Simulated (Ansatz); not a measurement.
We consider rutile SnO2, described by r²SCAN-D4 (PAW; Ansatz, a quantum-chemistry and plane-wave program).

Numerical settings: plane-wave cutoff 560 eV, 8×8×10 k mesh (along the axes of the cell as run), Fermi–Dirac smearing 0.01 eV, scalar-relativistic PAW data made under PBE.

Equation-of-state points:

| V (Å³/atom) | E − E_lowest (meV/atom) |
|---|---|
| 11.531 | 13.50 |
| 11.772 | 3.24 |
| 12.012 | 0.00 |
| 12.252 | 2.98 |
| 12.492 | 11.44 |

Question: Fit the third-order Birch–Murnaghan equation and give B0 and B′.

Answer: V0 = 12.012 Å³/atom, B0 = 207 GPa, B′ = 5.2 (fit to the energies at full precision).

Shape and atoms are relaxed at each volume.

Measured, for comparison: bulk modulus 212 GPa (temperature not stated, not corrected to a static lattice, from measured elastic constants; as tabulated in Toher et al. (2017), arXiv:1611.05714). Computed (rounded) less measured: bulk modulus -2 %.

Note: the bulk modulus comes from volumes at which shape and atoms were relaxed.

Spin–orbit coupling is not included.

It cost very roughly 13 core-minutes of CPU time.
